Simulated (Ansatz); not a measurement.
Single points on AlH5S⁺, that is Al(H2S)H3 with one electron fewer.

```yaml
crystal:
  periodic: [false, false, false]
  atoms:
    - {symbol: Al, position_ang: [0.122220, -0.209670, -1.062943]}
    - {symbol: S, position_ang: [0.145958, -0.242913, 1.467945]}
    - {symbol: H, position_ang: [0.519841, 1.033739, 1.658085]}
    - {symbol: H, position_ang: [-1.152268, 0.046615, 1.658857]}
    - {symbol: H, position_ang: [1.709813, -0.197958, -1.229604]}
    - {symbol: H, position_ang: [-0.677453, 1.157687, -1.269646]}
    - {symbol: H, position_ang: [-0.668111, -1.587499, -1.222685]}
basis:
  gaussian: {orbitals: def2-TZVP, initial_orbitals: start.molden}
total_charge: 1
magnetization: {spin_polarized: true, initial_magnetization: 1}
hamiltonian: {xc: pbe, dispersion: d4}
scf: {omitted_lower_state_checks: [starts]}
output: {orbitals: {seedname: orbitals}}
```

The file start.molden holds the orbitals of an earlier run on this structure, at another level or in another basis.

```sh
$ ansatz run in.yaml --threads 2 --pin off --events-out ev --progress --plain --max-ram 31744MiB --backend cpu
```

Shortened log:

```
Functional definition: PBE
740 factors; their error is unknown
mean field evaluation 1: about -17495.1892 eV, gradient 6.9e0 eV
mean field evaluation 2: about -17495.2653 eV, gradient 1.4e-1 eV
mean field evaluation 4: about -17495.2577 eV, gradient 2.4e-2 eV
mean field evaluation 8: about -17495.2577 eV, gradient 1.3e-5 eV
mean field -17495.25774618 eV, -642.9388634605 hartree, gradient 1.3e-5 eV, S^2 0.756620; 0 other end points of the search recorded, 0 dependent functions left out
reference -17495.25779002 eV, -642.9388650716 hartree; 17, 16 occupied and 87, 88 virtual orbitals, 740 factors
Total energy: -17495.34037791 eV, -642.9419001207 hartree
Checks for a lower state left out: starts
```

It took 1.4 s on 2 threads of AMD EPYC 7R13 on a shared host.

As the first input, with `gaussian: {orbitals: def2-TZVP}`, `hamiltonian: {xc: pbe0, dispersion: d4}` and without the key `scf` (abridged; 7 s):

```
Functional definition: PBE0
mean field evaluation 16: about -17496.6988 eV, gradient 6.1e-3 eV
mean field evaluation 32: about -17496.3078 eV, gradient 5.1e0 eV
mean field -17496.69884504 eV, -642.9918228668 hartree, gradient 1.0e-5 eV, S^2 0.763864; 5 other end points of the search recorded, 0 dependent functions left out
Total energy: -17496.76844022 eV, -642.9943804424 hartree
```

As the first input, with `gaussian: {orbitals: def2-TZVPP, initial_orbitals: start.molden}`, `correlation: {method: ccsd_t}`, `scf: {omitted_lower_state_checks: [starts, cluster_reference]}` and without the key `hamiltonian` (abridged; 2 s, on the card):

```
Functional definition: HF
mean field -17469.87470999 eV, -642.0060540859 hartree, gradient 8.7e-6 eV, S^2 0.770860
10 core orbitals not correlated: weight in the atoms' cores, before any rotation towards them, 1.000 or more for the frozen orbitals, at most 0.000 for the correlated occupied ones
second order -7.27477991 eV of doubles, -0.00000000 eV of singles
cycle   1  -8.07177587 eV  change   -8.0e-1 eV  update   7.7e-2
cycle   2  -8.42654920 eV  change   -3.5e-1 eV  update   3.4e-2
cycle   3  -8.46907603 eV  change   -4.3e-2 eV  update   1.9e-2
cycle   4  -8.47428506 eV  change   -5.2e-3 eV  update   1.2e-2
cycle   5  -8.48080035 eV  change   -6.5e-3 eV  update   7.4e-3
cycle   6  -8.48543976 eV  change   -4.6e-3 eV  update   5.1e-3
cycle   7  -8.48845626 eV  change   -3.0e-3 eV  update   3.4e-3
cycle   8  -8.48979599 eV  change   -1.3e-3 eV  update   2.2e-3
cycle   9  -8.48960367 eV  change    1.9e-4 eV  update   1.2e-3
cycle  10  -8.48969604 eV  change   -9.2e-5 eV  update   4.6e-4
cycle  11  -8.48978765 eV  change   -9.2e-5 eV  update   1.5e-4
cycle  12  -8.48974888 eV  change    3.9e-5 eV  update   5.2e-5
cycle  13  -8.48973415 eV  change    1.5e-5 eV  update   2.6e-5
cycle  14  -8.48970953 eV  change    2.5e-5 eV  update   1.7e-5
cycle  15  -8.48970182 eV  change    7.7e-6 eV  update   1.4e-5
perturbative correction -0.31637648 eV, -0.0116266211 hartree
Total energy: -17478.68078829 eV, -642.3296714945 hartree
Checks for a lower state left out: starts, cluster_reference
```

First input, but with `hamiltonian: {xc: r2scan, dispersion: d4}` (abridged; 2.8 s):

```
Functional definition: r2SCAN
mean field -17502.32148819 eV, -643.1984511913 hartree, gradient 1.6e-5 eV, S^2 0.766079
Total energy: -17502.34008249 eV, -643.1991345192 hartree
Checks for a lower state left out: starts
```

Geometry: PBE0-D4/def2-TZVP, that of the neutral singlet.

Correlated methods freeze 10 core orbitals. At PBE-D4/def2-TZVP an occupied level lies above an empty one. At PBE-D4/def2-TZVP, r2SCAN-D4/def2-TZVP the gap within one spin of the charge 1 doublet nearly closes, so an electron or hole may be smeared out by delocalisation error.
